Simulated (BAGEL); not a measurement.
# C2HF2 (SMILES F/[C]=C\F) at UHF/def2-SVPD (density fitting with qzvpp-jkfit)

Aim: the vertical electron affinity of C2HF2 at UHF/def2-SVPD (density fitting with qzvpp-jkfit), from 2 runs. 

Program for the calculation: BAGEL 1.2.2.

1 further run of the same task is left out (set aside as unsound or not needed).

## 1. The molecule

The species is C2HF2 (5 atoms), meant as a doublet with charge 0. As SMILES, `F/[C]=C\F`. Geometry: relaxed at PBE0-D4/def2-TZVP.

Bond lengths: F1–C2 1.295 Å, C2–C3 1.313 Å, C3–F4 1.341 Å, C3–H5 1.080 Å. Angles: F1–C2–C3 131.7°, C2–C3–F4 122.5°, C2–C3–H5 122.5°, F4–C3–H5 115.0°.

## 2. A single-point energy at UHF/def2-SVPD (density fitting with qzvpp-jkfit)

File input.json:

```json
{ "bagel" : [

{
  "title" : "molecule",
  "basis" : "def2-svpd.json",
  "df_basis" : "qzvpp-jkfit",
  "angstrom" : "true",
  "geometry" : [
    { "atom" : "F", "xyz" : [      -1.049400,       0.476000,      -1.486200 ] },
    { "atom" : "C", "xyz" : [      -0.104000,      -0.180300,      -0.893200 ] },
    { "atom" : "C", "xyz" : [       0.314100,      -0.175100,       0.351300 ] },
    { "atom" : "F", "xyz" : [      -0.242000,       0.599600,       1.294700 ] },
    { "atom" : "H", "xyz" : [       1.131100,      -0.793900,       0.692000 ] }
  ]
},

{ "title" : "uhf", "nopen" : 1 },

{ "title" : "print", "file" : "orbitals.molden", "orbitals" : "true" }

]}
```

The basis set def2-SVPD is read from a file made from the Basis Set Exchange's data (not shown).

The run is started by

```
$ BAGEL_NUM_THREADS=1 BAGEL input.json > input.out
```

Standard output:

```text
* using 1 threads per process

  ===============================================================
  ===============================================================

  *** Geometry ***

  { "atom" : "F", "xyz" : [     -1.983079,      0.899510,     -2.808511 ] },
  { "atom" : "C", "xyz" : [     -0.196532,     -0.340718,     -1.687903 ] },
  { "atom" : "C", "xyz" : [      0.593563,     -0.330891,      0.663861 ] },
  { "atom" : "F", "xyz" : [     -0.457314,      1.133080,      2.446628 ] },
  { "atom" : "H", "xyz" : [      2.137469,     -1.500254,      1.307690 ] },

  Number of auxiliary basis functions:      322

  Since a DF basis is specified, we compute 2- and 3-index integrals:
    o Being stored without compression. Storage requirement is 0.023 GB

  Number of basis functions:       94
  Number of electrons      :       31

    * METHOD: MOLECULE                             0.11

  *** Open-shell HF ***

  === Nuclear Repulsion ===
   105.1722879601

      * DIIS with orbital gradients will be used.

  === UHF iteration (def2-svpd.json) ===
      0       -274.56330801          0.04543636           0.07
      1       -274.73202368          0.03649599           0.08
      2       -274.80914900          0.02281951           0.07
      3       -274.86700232          0.00183615           0.07
      4       -274.86878884          0.00066189           0.07
      5       -274.86948062          0.00033594           0.07
      6       -274.87024588          0.00017426           0.07
      7       -274.87095190          0.00012656           0.07
      8       -274.87159555          0.00011054           0.07
      9       -274.87250514          0.00009553           0.07
     10       -274.87288761          0.00007812           0.07
     11       -274.87308347          0.00002183           0.07
     12       -274.87308590          0.00001332           0.07
     13       -274.87309171          0.00000834           0.07
     14       -274.87309180          0.00000230           0.07
     15       -274.87309184          0.00000084           0.07
     16       -274.87309184          0.00000046           0.07
     17       -274.87309185          0.00000027           0.07
     18       -274.87309185          0.00000018           0.07
     19       -274.87309185          0.00000015           0.08
     20       -274.87309185          0.00000011           0.07
     21       -274.87309185          0.00000004           0.08
     22       -274.87309185          0.00000002           0.07
     23       -274.87309185          0.00000001           0.07
    * SCF iteration converged.

    * S^2 (UHF) is 0.9499

    * Permanent dipole moment:
           (   -0.523082,     0.482390,     0.068460) a.u.

    * METHOD: UHF                                  1.87

    * METHOD: PRINT                                0.02

  ===============================================================
```

It took 2.2 s on 1 thread of Arm Neoverse V1, shared host; peak memory 0.087 GiB.

## 3. The singlet anion at the same level

Edit input.json of step 2 so:

```diff
@@ -6,3 +6,3 @@
   "df_basis" : "qzvpp-jkfit",
-  "angstrom" : "true",
+  "angstrom" : true,
   "geometry" : [
@@ -16,5 +16,5 @@
 
-{ "title" : "uhf", "nopen" : 1 },
+{ "title" : "hf", "charge" : -1 },
 
-{ "title" : "print", "file" : "orbitals.molden", "orbitals" : "true" }
+{ "title" : "print", "file" : "orbitals.molden", "orbitals" : true }
```

The basis set def2-SVPD is read from a file made from the Basis Set Exchange's data (not shown).

The run is started by

```
$ BAGEL_NUM_THREADS=1 BAGEL input.json > input.out
```

Standard output:

```text
* using 1 threads per process

  ===============================================================
  ===============================================================

  *** Geometry ***

  { "atom" : "F", "xyz" : [     -1.983079,      0.899510,     -2.808511 ] },
  { "atom" : "C", "xyz" : [     -0.196532,     -0.340718,     -1.687903 ] },
  { "atom" : "C", "xyz" : [      0.593563,     -0.330891,      0.663861 ] },
  { "atom" : "F", "xyz" : [     -0.457314,      1.133080,      2.446628 ] },
  { "atom" : "H", "xyz" : [      2.137469,     -1.500254,      1.307690 ] },

  Number of auxiliary basis functions:      322

  Since a DF basis is specified, we compute 2- and 3-index integrals:
    o Being stored without compression. Storage requirement is 0.023 GB

  Number of basis functions:       94
  Number of electrons      :       31

    * METHOD: MOLECULE                             0.11

  *** RHF ***

  === Nuclear Repulsion ===
   105.1722879601

      * DIIS with orbital gradients will be used.

  === RHF iteration (def2-svpd.json) ===
      0       -274.53026834          0.02360668           0.04
      1       -274.74302448          0.01749090           0.04
      2       -274.86151196          0.00221811           0.04
      3       -274.86536029          0.00082269           0.04
      4       -274.86593531          0.00026618           0.04
      5       -274.86602685          0.00008501           0.04
      6       -274.86603523          0.00004492           0.04
      7       -274.86603677          0.00001272           0.04
      8       -274.86603698          0.00000478           0.04
      9       -274.86603700          0.00000192           0.04
     10       -274.86603700          0.00000053           0.04
     11       -274.86603700          0.00000019           0.04
     12       -274.86603700          0.00000009           0.04
     13       -274.86603700          0.00000004           0.04
     14       -274.86603700          0.00000002           0.04
     15       -274.86603700          0.00000001           0.04
    * SCF iteration converged.

    * Permanent dipole moment:
           (    0.355385,    -0.608579,    -0.980184) a.u.

    * METHOD: HF                                   0.68

    * METHOD: PRINT                                0.02

  ===============================================================
```

Run time: 0.99 s. Hardware: 1 thread of Arm Neoverse V1, shared host; peak memory 0.087 GiB.

## 4. Summary of results

Level: UHF/def2-SVPD (density fitting with qzvpp-jkfit).

```
                                                            quantity          value
                                         doublet C2HF2: total energy  -274.87309 Eh
                                        doublet C2HF2: dipole moment         1.82 D
                                                 doublet C2HF2: ⟨S²⟩          0.950
                                         singlet anion: total energy  -274.86604 Eh
                                          singlet anion: HOMO energy       -2.05 eV
                                          singlet anion: LUMO energy        7.08 eV
singlet anion: HOMO–LUMO gap (to an unbound level, set by the basis)        9.13 eV
                   vertical electron affinity (to the singlet anion)      -0.192 eV
```

The anion lies 0.19 eV (4.4 kcal/mol) above the neutral: the electron isn't bound at this level, and such a value depends on the basis. Hartree–Fock misses the correlation that binds many anions. ⟨S²⟩ (doublet C2HF2) is 0.95 where a pure doublet has 0.75: the reference is spin-contaminated.
